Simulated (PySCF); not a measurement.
# One shape, several levels: C4H6O (trans-Crotonaldehyde)

We compute a comparison of 6 runs (HF/STO-3G, HF/3-21G, B3LYP/6-31G*, B2PLYP/def2-SVP, wB97M-V/def2-SVP, SCS-MP2/def2-SVP) of C4H6O (trans-Crotonaldehyde). The job is set up through a Python script.

The calculation is run with PySCF 2.14.0.

1 further run of the same task is left out (set aside as unsound or not needed).

## Step 1: The system as given

The species is C4H6O (11 atoms), meant as a singlet with charge 0. As SMILES, `C/C=C/C=O`. The C2–H9 distance was set to 1.950 Å, away from the relaxed value. At this shape a bond of the SMILES string is far longer than usual.

Bond lengths: C1–C2 1.489 Å, C2–C3 1.335 Å, C3–C4 1.456 Å, C4–O5 1.206 Å, C1–H6 1.089 Å, C1–H7 1.090 Å, C1–H8 1.086 Å, C3–H10 1.082 Å, C4–H11 1.110 Å. Some angles: C1–C2–C3 124.2°, C2–C3–C4 122.4°, C3–C4–O5 125.3°, C2–C1–H6 110.3°, C2–C1–H7 110.2°, C2–C1–H8 111.5°, C2–C3–H10 121.3°, C4–C3–H10 116.3°, C3–C4–H11 113.8°, O5–C4–H11 120.9°.

## Step 2: The energy at HF/STO-3G (run 1)

input.py reads:

```python
from pyscf import gto

mol = gto.M(
    atom='''
C     -1.011073     2.362636     3.024225
C     -0.300177     1.003205     0.665167
C     -0.015981     2.113627    -1.581208
C      0.680534     0.709881    -3.842133
O      0.963558     1.611281    -5.915313
H      0.359356     3.843104     3.434787
H     -2.841311     3.277131     2.794189
H     -1.107563     1.086145     4.627941
H      0.236235    -2.631916     0.932693
H     -0.294697     4.124862    -1.814853
H      0.947099    -1.344081    -3.514454
''',
    basis='sto-3g',
    unit='bohr',
    max_memory=1860,
    verbose=4,
)

hf = mol.RHF()
hf.conv_tol = 1e-10
hf.kernel()
if not hf.converged:
    hf = hf.newton().run(hf.mo_coeff, hf.mo_occ)

etot = hf.e_tot
print(f'total energy: {etot:.8f} hartree')
```

Launch:

```sh
OMP_NUM_THREADS=1 python input.py
```

Log:

```text
PySCF version 2.14.0

[... 67 lines left out ...]
converged SCF energy = -226.669770274656
total energy: -226.66977027 hartree
```

Wall time 1.5 s (1 thread of Intel Xeon at 2.70GHz, shared host); peak memory 0.12 GiB.

## Step 3: The energy at HF/3-21G (run 2)

calc.py reads:

```python
from pyscf import gto, scf

mol = gto.Mole()
mol.atom = [
    ('C', (-0.535037, 1.250253, 1.600351)),
    ('C', (-0.158847, 0.530873, 0.351991)),
    ('C', (-0.008457, 1.118483, -0.836739)),
    ('C', (0.360123, 0.375653, -2.033169)),
    ('O', (0.509893, 0.852653, -3.130249)),
    ('H', (0.190163, 2.033683, 1.817611)),
    ('H', (-1.503557, 1.734183, 1.478621)),
    ('H', (-0.586097, 0.574763, 2.449001)),
    ('H', (0.125010, -1.392750, 0.493560)),
    ('H', (-0.155947, 2.182783, -0.960379)),
    ('H', (0.501183, -0.711257, -1.859769)),
]
mol.spin = 0
mol.charge = 0
mol.basis = '3-21g'
mol.max_memory = 1860
mol.verbose = 3
mol.build()

calc0 = scf.RHF(mol)
calc0.conv_tol = 1e-10
calc0.kernel()
if not calc0.converged:
    calc0 = calc0.newton().run(calc0.mo_coeff, calc0.mo_occ)

e_final = calc0.e_tot
print('Final energy', e_final)
```

Launch:

```sh
OMP_NUM_THREADS=1 python calc.py
```

Log:

```text
converged SCF energy = -228.363793179026
Final energy -228.36379317902632
```

Wall time 1 s (1 thread of Intel Xeon at 2.70GHz, shared host); peak memory 0.11 GiB.

Runs 3 to 5 aren't shown in full; the table further down has their settings and results.

## Step 4: A single-point energy at SCS-MP2/def2-SVP (run 6)

calc.py reads:

```python
from pyscf import gto, scf, mp

system = gto.Mole()
system.atom = [
    ('C', (-0.535037, 1.250253, 1.600351)),
    ('C', (-0.158847, 0.530873, 0.351991)),
    ('C', (-0.008457, 1.118483, -0.836739)),
    ('C', (0.360123, 0.375653, -2.033169)),
    ('O', (0.509893, 0.852653, -3.130249)),
    ('H', (0.190163, 2.033683, 1.817611)),
    ('H', (-1.503557, 1.734183, 1.478621)),
    ('H', (-0.586097, 0.574763, 2.449001)),
    ('H', (0.125010, -1.392750, 0.493560)),
    ('H', (-0.155947, 2.182783, -0.960379)),
    ('H', (0.501183, -0.711257, -1.859769)),
]
system.verbose = 3
system.basis = 'def2-svp'
system.max_memory = 1860
system.build()

mf = scf.RHF(system)
mf.conv_tol = 1e-10
mf.kernel()
if not mf.converged:
    mf = mf.newton().run(mf.mo_coeff, mf.mo_occ)

pt = mp.MP2(mf, frozen=5).run()
e_tot = mf.e_tot + 1.2 * pt.e_corr_os + pt.e_corr_ss / 3
print('E(%s) = %.9f' % ('SCS-MP2', e_tot))
```

Launch:

```sh
OMP_NUM_THREADS=1 python calc.py
```

Log:

```text
converged SCF energy = -229.481068428755
E(RMP2) = -230.213825826776  E_corr = -0.732757398020809
E(SCS-RMP2) = -230.206062058787  E_corr = -0.724993630032143
E(SCS-MP2) = -230.206062059
```

Run time: 5.1 s. Hardware: 1 thread of Intel Xeon at 2.70GHz, shared host; peak memory 0.26 GiB.

## Step 5: All runs side by side

```
run                               level  integration grid  frozen core orbitals  energy (Eh)  dipole moment (D) of the reference  HOMO energy (eV)  LUMO energy (eV)  wall time
  1                           HF/STO-3G                 –                     –  -226.669770                                2.60             -8.23              5.09      1.5 s
  2                            HF/3-21G                 –                     –  -228.363793                                4.09            -10.46              1.85        1 s
  3  B3LYP/6-31G* (spherical functions)                 5                     –  -231.101750                                3.79             -6.85             -2.26       36 s
  4                     B2PLYP/def2-SVP                 5                     5  -230.686696                                3.91             -8.90             -0.95       29 s
  5                    wB97M-V/def2-SVP                 5                     –  -230.821455                                3.70             -9.71             -0.17    3.2 min
  6                    SCS-MP2/def2-SVP                 –                     5  -230.206062                                4.16            -10.71              1.30      5.1 s
```

## Step 6: What came out

| quantity | value |
| --- | --- |
| run 6: total energy | -230.20606 Eh |
| run 6: dipole moment (Hartree–Fock density) | 4.16 D |
| run 6: HOMO energy (Hartree–Fock orbitals) | -10.71 eV |
| run 6: LUMO energy (Hartree–Fock orbitals) | 1.30 eV |
| run 6: HOMO–LUMO gap (Hartree–Fock orbitals) | 12.01 eV |
| run 6: correlation energy (5 core orbitals frozen) | -725.0 mEh |

In words: Over runs 1, 2, 3, 4, 5 the dipole moment (its size) runs from 2.60 D (HF/STO-3G) to 4.09 D (HF/3-21G). Over runs 1, 2, 3, 4, 5 the HOMO–LUMO gap runs from 4.58 eV (B3LYP/6-31G*) to 13.32 eV (HF/STO-3G). The two ends differ in method and basis. Totals of different functionals can't be ranked against each other. In run 1 the basis is minimal, so the values are rough. In runs 1, 2, 3, 4, 5, 6 a closed-shell determinant meets a far-stretched bond, which it describes badly. All runs together took 4.4 min, the longest 3.2 min.
